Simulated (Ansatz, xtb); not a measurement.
# CHNaO: which of two structures lies lower

Structure X is a singlet given by its coordinates and structure Y is a singlet given by its coordinates. Both are isolated molecules in the gas phase, relaxed with r2SCAN-D4/def2-SVP.

X (Å):

```xyz
4

C     0.2214   -1.2927   -0.0218
Na    0.7017    1.1446   -0.7559
O    -0.5162   -2.1220    0.2202
H    -1.2291    1.1009   -0.7690
```

Close contacts (Å): C1–Na2 2.59, C1–O3 1.14, Na2–H4 1.93.

Y (Å):

```xyz
4

C     0.0000    0.0000   -2.6044
Na    0.0000    0.0000    1.0801
O     0.0000    0.0000   -1.4678
H     0.0000    0.0000    2.9921
```

Close contacts (Å): C1–O3 1.14, Na2–O3 2.55, Na2–H4 1.91.

Problem. Estimate which is lower in electronic energy at CCSD(T)/def2-TZVPP, and by roughly how much.

Solution. Too close to call at this level: CCSD(T)/def2-TZVPP gives E(Y) − E(X) = −0.65 kcal/mol.

The same difference at several levels:

```
             level            geometry  E(Y) − E(X) (kcal/mol)  departure from the last row (kcal/mol)  job, with rough time for the two
r2SCAN-D4/def2-SVP  r2SCAN-D4/def2-SVP                     +1.91                                   +2.56                optimisation, 26 s
     HF/def2-TZVPP  r2SCAN-D4/def2-SVP                     −3.84                                   −3.19           part of the CCSD(T) run
    MP2/def2-TZVPP  r2SCAN-D4/def2-SVP                     +0.48                                   +1.13           part of the CCSD(T) run
CCSD(T)/def2-TZVPP  r2SCAN-D4/def2-SVP                     −0.65                                                       single point, 8.1 s
```

The largest departure from CCSD(T)/def2-TZVPP is that of HF/def2-TZVPP, 3.19 kcal/mol. Levels run at GFN2-xTB geometries aren't shown.

With harmonic frequencies from r2SCAN-D4/def2-SVP (ideal gas, rigid rotor, one conformer each, 298.15 K, 1 atm): on the last row, ΔE + ΔZPE = −1.13 kcal/mol. A mode under 50 cm⁻¹ makes harmonic enthalpies and free energies unreliable, so none is given.

The correlated steps freeze 3 core orbitals; the last core shell of Na is correlated, in a basis made for valence electrons. Codes used: Ansatz 0.2.0; the last row on 1 thread of Intel(R) Xeon(R) 6975P-C (Granite Rapids) on a shared host.
